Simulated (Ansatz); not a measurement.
**NaAlH2 (SMILES [Na][AlH2]): functionals against CCSD(T) at one geometry**

The task here is to estimate one member of a computed series from the others.

The runs use Ansatz 0.2.0, Gaussian basis; single points in def2-TZVPP.

Cores are frozen in the correlated methods. The outer core shell of Li, Na, Mg and K is correlated.

## Where the work starts

4 atoms, charge 0, spin multiplicity 1.

Atoms are counted from 1 here; the program's logs count them from 0.

Bond lengths: Na1–Al2 2.627 Å, Al2–H3 1.580 Å, Al2–H4 1.549 Å. Angles: Na1–Al2–H3 117.9°, Na1–Al2–H4 118.6°, H3–Al2–H4 116.0°.

Coordinates:

```mol
AlH2Na
  3D, bonds by distance, orders not assigned

  4  3  0  0  0  0  0  0  0  0999 V2000
   -2.3025   -0.1225   -0.9641 Na  0  0
    0.1308    0.0017    0.0182 Al  0  0
    0.6768   -1.2569    0.8024 H   0  0
    0.6762    1.3764    0.4780 H   0  0
  1  2  8  0
  2  3  8  0
  2  4  8  0
M  END
```

The first run:

run/in.yaml reads:

```yaml
crystal:
  periodic: [false, false, false]
  atoms:
    - {symbol: Na, position_ang: [-2.302492, -0.122482, -0.964137]}
    - {symbol: Al, position_ang: [0.130787, 0.001690, 0.018184]}
    - {symbol: H, position_ang: [0.676818, -1.256928, 0.802428]}
    - {symbol: H, position_ang: [0.676161, 1.376397, 0.477970]}
basis:
  gaussian: {orbitals: def2-TZVPP}
hamiltonian: {xc: pbe, dispersion: d4}
output: {forces: true}
```

Launch:

```
$ ansatz run in.yaml --threads 2 --pin off --events-out ev --progress --plain --max-ram 3481MiB
```

Among the steps run: PBE-D4/def2-TZVPP; r2SCAN-D4/def2-TZVPP; PBE0-D4/def2-TZVPP; wB97M-V/def2-TZVPP; CCSD(T)/def2-TZVPP.

One table of the session follows, with a row left open; its other results are not shown here.

| method | RMS force component (eV/Å) | angle to CCSD(T) forces (°) | dipole (D) |
| --- | --- | --- | --- |
| PBE-D4 | 0.481 | 8.4 | 4.92 |
| r2SCAN-D4 | ? | ? | ? |
| PBE0-D4 | 0.466 | 2.8 | 5.40 |
| wB97M-V | 0.414 | 5.2 | 5.67 |
| CCSD(T) | 0.459 | reference | 5.84 |

**Question.** Estimate the row for r2SCAN-D4.

The run gave: RMS force component (eV/Å): 0.478; angle to CCSD(T) forces (°): 3.6; dipole (D): 5.48. In the column «RMS force component (eV/Å)» it lies between PBE0-D4 (0.466) and PBE-D4 (0.481).
